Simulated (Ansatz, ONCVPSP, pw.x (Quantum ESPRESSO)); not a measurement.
## What a changed setting does to a pw.x run (diamond Si)

Potential: optimised norm-conserving Vanderbilt (ONCV), ONCVPSP 4.0.1.1 (patched build), PBE; core [Ne], reference 3s2 3p2; waves: 3s: rc 2.00 bohr, ncon 4, nbas 8, qcut 2.8 1/bohr, 2 projectors, debl 0.7 Ha; 3p: rc 2.00 bohr, ncon 4, nbas 9, qcut 5 1/bohr, 2 projectors, debl 0.9 Ha; d scattering state at 0.25 Ha: rc 1.84 bohr, ncon 4, nbas 9, qcut 6.4 1/bohr, 2 projectors, debl 3.7 Ha; local part: polynomial inside 1.58 bohr (lpopt 5, dvloc0 2 Ha); core correction: polynomial model core, fcfact 0.15.

The reference run (k-mesh 8³, cutoffs 100/400 Ry, Fermi–Dirac 0.01 Ry, mixing_beta 0.4, conv_thr 1e-9, no spin) gives -0.38 GPa at 20.463 Å³/atom, where all-electron LAPW gives -0.05 GPa. This run, with its own iteration cap, changes smearing to mp.

```
&control
  calculation='scf', prefix='x', pseudo_dir='./', outdir='./tmp', tstress=.true., disk_io='none'
/
&system
  ibrav=0, nat=2, ntyp=1, ecutwfc=100, ecutrho=400, nbnd=11,
  occupations='smearing', smearing='mp', degauss=0.01
/
&electrons
  conv_thr=1e-09, mixing_beta=0.4, electron_maxstep=50
/
ATOMIC_SPECIES
Si 1.0 Si.UPF
CELL_PARAMETERS angstrom
  0.00000000 2.73520428 2.73520428
  2.73520428 0.00000000 2.73520428
  2.73520428 2.73520428 0.00000000
ATOMIC_POSITIONS crystal
Si 0.0000 0.0000 0.0000
Si 0.2500 0.2500 0.2500
K_POINTS automatic
8 8 8 0 0 0
```

```bash
pw.x < Si.scf.in > Si.scf.out
```

Question: How does the run end?

Answer: It converges in 7 iterations; the free energy moves by +0.4 meV/atom and the pressure by +0.02 GPa. The result is that of the reference run. This scheme is built to cancel the term in the square of the width that Fermi–Dirac smearing leaves in the F of a metal.

```
Message from routine setup:
     using ibrav=0 with symmetry is DISCOURAGED, use correct ibrav instead
     lattice parameter (alat)  =       7.3098  a.u.
     unit-cell volume          =     276.1823 (a.u.)^3
     number of electrons       =         8.00
     number of Kohn-Sham states=           11
     kinetic-energy cutoff     =     100.0000  Ry
     charge density cutoff     =     400.0000  Ry
     scf convergence threshold =      1.0E-09
     Exchange-correlation= PBE
     number of k points=    29  Methfessel-Paxton smearing, width (Ry)=  0.0100
     iteration #  1     ecut=   100.00 Ry     beta= 0.40
     total energy              =     -18.32187487 Ry
     estimated scf accuracy    <       0.05547810 Ry
     iteration #  2     ecut=   100.00 Ry     beta= 0.40
     total energy              =     -18.31902463 Ry
     estimated scf accuracy    <       0.01577862 Ry
     iteration #  3     ecut=   100.00 Ry     beta= 0.40
     total energy              =     -18.31965831 Ry
     estimated scf accuracy    <       0.00017337 Ry
     iteration #  4     ecut=   100.00 Ry     beta= 0.40
     total energy              =     -18.31967278 Ry
     estimated scf accuracy    <       0.00000196 Ry
     iteration #  5     ecut=   100.00 Ry     beta= 0.40
     total energy              =     -18.31967361 Ry
     estimated scf accuracy    <       0.00000011 Ry
     iteration #  6     ecut=   100.00 Ry     beta= 0.40
     total energy              =     -18.31967364 Ry
     estimated scf accuracy    <          1.4E-09 Ry
     iteration #  7     ecut=   100.00 Ry     beta= 0.40
     the Fermi energy is     6.2821 ev
!    total energy              =     -18.31967364 Ry
     estimated scf accuracy    <          2.5E-10 Ry
     smearing contrib. (-TS)   =       0.00000135 Ry
     The total energy is F=E-TS. E is the sum of the following terms:
     one-electron contribution =       4.83241119 Ry
     hartree contribution      =       1.12287297 Ry
     xc contribution           =      -7.60010508 Ry
     ewald contribution        =     -16.67485408 Ry
     convergence has been achieved in   7 iterations
          total   stress  (Ry/bohr**3)                   (kbar)     P=       -3.64
     Message from routine punch:
     Nothing written, as per user request (disk_io='none')
```

The run took about 12 s on one core of a shared host (Intel(R) Xeon(R) 6975P-C, 192 threads, 1512 GiB, load 43).
